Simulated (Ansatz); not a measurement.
**YSiRu3: from a trial structure to a relaxed crystal**

Method: DFT PBE, scalar-relativistic, plane waves, PAW (Ansatz 0.2.0).

YSiRu3 was placed on the cubic perovskite structure type (Pm-3m, No. 221), with Y in place of Sr, Si in place of Ti, Ru in place of O, at a guessed volume.

The final relaxation ran on this input, with the default PAW datasets:

```yaml
crystal:
  lattice:
    - [4.4535951894, 0.0, 0.0]
    - [0.0, 4.4535951894, 0.0]
    - [0.0, 0.0, 4.4535951894]
  atoms:
    - { symbol: "Y", position: [0.0, 0.0, 0.0] }
    - { symbol: Si, position: [0.5, 0.5, 0.5] }
    - { symbol: Ru, position: [0.0, 0.5, 0.5] }
    - { symbol: Ru, position: [0.5, 0.0, 0.5] }
    - { symbol: Ru, position: [0.5, 0.5, 0.0] }
basis:
  ecutwfc: 420
kpoints:
  mp_grid: { grid: [8, 8, 8] }
hamiltonian:
  xc: pbe
scf:
  occupations: { method: gaussian, width: 0.1 }
output:
  forces: true
  stress: true
  eigenvalues: true
relax:
  adjacent_minimum: "off"
  f_tol: 0.01
  max_steps: 80
  cell: { stress_tol: 0.05 }
```

Launched as:

```bash
ansatz run input.yaml --threads 1 --pin off --max-ram 2560MiB --backend cpu --events-out ev --progress --plain --runs-dir out
```

It took 9.8 s on 1 thread of Intel(R) Xeon(R) 6975P-C (Granite Rapids) (shared host), peak memory 0.45 GiB.

End of the output:

```
SCF converged after 9 iterations
Free energy (F): -22120.807211 eV
Harris-Foulkes:  -22120.807211 eV  (|F-HF|=7.28e-12)
Internal energy: -22120.783906 eV  (E = F + TS)
E sigma→0 (E₀):  -22120.795558 eV
Entropy (-TS):   -0.023305 eV (-4.661 meV/atom)
Fermi energy:    14.870741 eV
--- Per-component energies (eV) ---
  E_band       = -537.528784
  E_kinetic    = 1896.806302
  E_local      = -5830.847529  (includes V_loc(G=0)·N_el)
  E_nonlocal   = 1112.510858
  E_hartree    = 1986.916278
  E_xc         = -801.180259
  E_vxc        = -964.425069  (∫ρ·V_xc dr)
  E_paw        = -13723.623664  (= ΣΔE_a)
  E_vpaw       = -725.405359  (= ΣTr[D̂ρ^β])
  E_aug_tail   = -0.000543  (compensation charges beyond the density's cutoff)
  E_ewald      = -6761.365349
  E_smearing   = -0.023305  (= −TS)
  E_closure    =  0.000000  (closes the sum)
  Σ components = -22120.807211   (vs F -22120.807211, Δ=0.00e0)
--- Forces (eV/Å), atoms counted from 1 ---
  atom   1  Y      0.00000000     0.00000000     0.00000000
  atom   2  Si     0.00000000     0.00000000     0.00000000
  atom   3  Ru     0.00000000     0.00000000     0.00000000
  atom   4  Ru     0.00000000     0.00000000     0.00000000
  atom   5  Ru     0.00000000     0.00000000     0.00000000
  max |Σ_I F_I| component: 1.22e-28 eV/Å
--- Stress (GPa, compression-positive) ---
       -0.046520       0.000000       0.000000
        0.000000      -0.046520       0.000000
        0.000000       0.000000      -0.046520
  P = ⅓ Tr σ = -0.0465 GPa (-0.465 kbar)
--- Relaxed structure (2 steps of the walk, 2 accepted, 1 SCFs on fresh bases) ---
  F+E_penalty+E_count = -22120.80721117 eV   max|allowed force component| = 5.974e-29 eV/Å   (the final SCF, on the basis selected at the relaxed cell)
  cell:  # Å, volume = 88.5048 Å³
    - [4.456449, 0.000000, 0.0]
    - [0.000000, 4.456449, 0.0]
    - [0.000000, 0.0, 4.456449]
  atoms:
    - { symbol: Y, position: [0.000000, 0.000000, 0.000000] }
    - { symbol: Si, position: [0.500000, 0.500000, 0.500000] }
    - { symbol: Ru, position: [0.000000, 0.500000, 0.500000] }
    - { symbol: Ru, position: [0.500000, 0.000000, 0.500000] }
    - { symbol: Ru, position: [0.500000, 0.500000, 0.000000] }
```

Absolute energies hang on the potentials; compare differences alone.

The result has space group Pm-3m (No. 221). Y has 12 Ru at 3.15 Å; around Si lie 6 Ru at 2.23 Å; Ru has 2 Si at 2.23 Å.

Against the elements it lies at -0.05 eV/atom. The zero of energy is the elements' standard structures at the same level; no fitted shifts are applied.

For metals, differences of a few meV/atom aren't resolved.

Symmetry constrained the relaxation, so the result can be a saddle point.